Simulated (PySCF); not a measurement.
# Core binding energy against partial charge

C3H5N3.
Atom-mapped SMILES: `[CH3:1][n:2]1[cH:3][cH:4][n:5][n:6]1`

Geometry (PBE0-D3(BJ)/def2-SVP, Å), atoms numbered from 1 in this order:
```xyz
11
C3H5N3 angstrom
C     -1.4906   -0.0037    0.7289
N     -0.2177   -0.1917    0.0828
C      0.7413    0.7208   -0.1953
C      1.7107   -0.0109   -0.8452
N      1.2912   -1.2967   -0.9224
N      0.1327   -1.3975   -0.3651
H     -1.3644    0.5334    1.6789
H     -2.1826    0.5561    0.0824
H     -1.9049   -0.9997    0.9243
H      0.6591    1.7677    0.0839
H      2.6683    0.3099   -1.2496
```

Binding energies: delta-SCF UKS SCAN, pcX-2 on the ionised atom, pcseg-1 elsewhere, spin-free X2C in PySCF. Charges: PBE0/pcSseg-1 ground-state density, for the ionised atom.

| atom | environment | C 1s (eV) | Mulliken (e) | IAO (e) | Hirshfeld (e) | ESP (e) |
| --- | --- | --- | --- | --- | --- | --- |
| C4 | aromatic CH next to a ring nitrogen | 291.14 | +0.014 | -0.114 | -0.046 | +0.216 |
| C3 | aromatic CH next to a ring nitrogen | 291.68 | +0.118 | -0.140 | -0.030 | -0.531 |
| C1 | N-methyl carbon | 292.66 | -0.042 | -0.312 | -0.049 | -0.414 |

How well does each charge scheme correlate with the binding energies over these sites?

Mulliken: r = -0.49, slope -4.7 eV per e; ESP: r = -0.67, slope -1.3 eV per e; IAO: r = -0.97, slope -6.9 eV per e. On 3 points no scheme stands out. The Hirshfeld charges vary by under 0.03 e and aren't fitted.

The point-charge model writes a binding energy as kq + V + constant, with V the potential of the other atoms' charges at the site. What does it give with the Mulliken charges?

V = Σ 14.40 eV Å × q/r over all other atoms: -1.16 eV at C4, -2.45 eV at C3, +1.44 eV at C1. Fitting binding energy − V to q gives k = 18.1 eV per e and leaves an rms residual of 0.02 eV, against 0.55 eV for the fit on q alone. The model has no term for differences in relaxation between sites.

Geometry: PBE0-D3(BJ)/def2-SVP; no solvent, vibrations or thermal averaging.
